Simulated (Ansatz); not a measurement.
Calculated with Ansatz (gas phase, PBE0-D4/def2-TZVP geometries, no zero-point term in ΔE). CBS: MP2 limit from def2 TZ/QZ plus the TZ coupled-cluster correction, frozen cores. Functionals use def2-TZVPP. One conformer a species, not always the lowest.

Reaction (isomerisation): `N=COCF` → `N/C(F)=C\O`

Problem. Is it downhill or uphill in electronic energy at CCSD(T)/CBS, and by how much? (Estimate.)

Solution. The calculation gave: Downhill: ΔE = -1.3 kcal/mol.

Problem. What do these levels give: BLYP-D4, BHLYP-D4, ωB97X-V, B2PLYP, PBE-QIDH, PBE0, r2SCANh, HF/def2-SVP, MP2/def2-TZVPP, HF/def2-QZVPP, MP2/def2-QZVPP, SCS-MP2/def2-QZVPP? (Estimate.)

Solution. Computed: BLYP-D4 -1.0, BHLYP-D4 -0.5, ωB97X-V -0.4, B2PLYP -0.2, PBE-QIDH -1.5, PBE0 -2.8, r2SCANh -1.4, HF/def2-SVP 2.1, MP2/def2-TZVPP -0.3, HF/def2-QZVPP 3.9, MP2/def2-QZVPP -1.1, SCS-MP2/def2-QZVPP 0.3 kcal/mol.

Largest T1 diagnostic among the species: 0.013.

In def2-TZVPP, CCSD(T) changes the Hartree–Fock value by −3.6 kcal/mol (the triples alone add −0.1 kcal/mol) and MP2 by −4.1 kcal/mol. At CCSD(T), def2-SVP lies +1.1 kcal/mol from the extrapolated value and def2-TZVPP +1.5 kcal/mol.
